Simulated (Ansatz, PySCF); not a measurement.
Molecule: C2H6N, charge 0, multiplicity 2. It need not be the lowest isomer of its formula. SMILES: C([CH2])N
Geometry from a B3LYP-D3(BJ)/def2-TZVP (Ansatz, a first-principles code) optimisation:
```
C
H 1 1.0919
H 1 1.0919 2 107.00
N 1 1.4852 2 106.99 3 -114.39
H 4 1.0153 1 109.60 2 179.12
H 4 1.0153 5 106.18 1 -118.30
C 1 1.4856 2 111.07 3 121.37
H 7 1.0827 1 120.60 2 37.28
H 7 1.0827 8 117.47 1 -166.90
```
Charge 0, spin multiplicity 2.

Wanted: atomisation energy (electronic, to ground-state atoms), in eV. Correlated levels leave the core frozen unless marked. Open shells are spin-unrestricted. Spin-orbit coupling is left out. Non-relativistic. The coupled-cluster limit lacks core correlation, which all-electron functionals hold. Basis-set limits of correlation are two-point, X^-3; Hartree-Fock from the larger set. [CCSD(T)-MP2]/basis is that difference in the basis named.

```json
[
 {"level": "HF/def2-TZVPD", "program": "PySCF", "atomisation energy (eV)": "24.13"},
 {"level": "BLYP-D3(BJ)/def2-TZVPD", "program": "Ansatz + dftd3", "atomisation energy (eV)": "33.53"},
 {"level": "M06-L-D4/def2-TZVPD", "program": "PySCF + dftd4", "atomisation energy (eV)": "33.02"},
 {"level": "B3LYP-D4/def2-TZVPD", "program": "Ansatz + dftd4", "atomisation energy (eV)": "33.56"},
 {"level": "PBE0/STO-3G", "program": "Ansatz", "atomisation energy (eV)": "38.39"},
 {"level": "PBE0/def2-TZVP", "program": "Ansatz", "atomisation energy (eV)": "33.46"},
 {"level": "PBE0/def2-QZVPP", "program": "Ansatz", "atomisation energy (eV)": "33.56"},
 {"level": "TPSSh-D4/def2-TZVPD", "program": "PySCF + dftd4", "atomisation energy (eV)": "33.67"},
 {"level": "HSE06/def2-TZVPD", "program": "Ansatz", "atomisation energy (eV)": "33.53"},
 {"level": "LC-wPBE-D3(BJ)/def2-TZVPD", "program": "Ansatz + dftd3", "atomisation energy (eV)": "33.48"},
 {"level": "wB97X-V/def2-TZVPD", "program": "Ansatz", "atomisation energy (eV)": "33.40"},
 {"level": "B2PLYP-D4/def2-TZVPD", "program": "Ansatz + dftd4", "atomisation energy (eV)": "33.06"},
 {"level": "SCS-MP2/STO-3G", "program": "Ansatz", "atomisation energy (eV)": "32.00"},
 {"level": "CCSD/aug-cc-pVDZ", "program": "Ansatz", "atomisation energy (eV)": "30.75"},
 {"level": "RI-MP2/CBS(cc-pVTZ,cc-pVQZ)+[CCSD(T)-MP2]/cc-pVTZ", "program": "Ansatz", "atomisation energy (eV)": "33.32"}
]
```
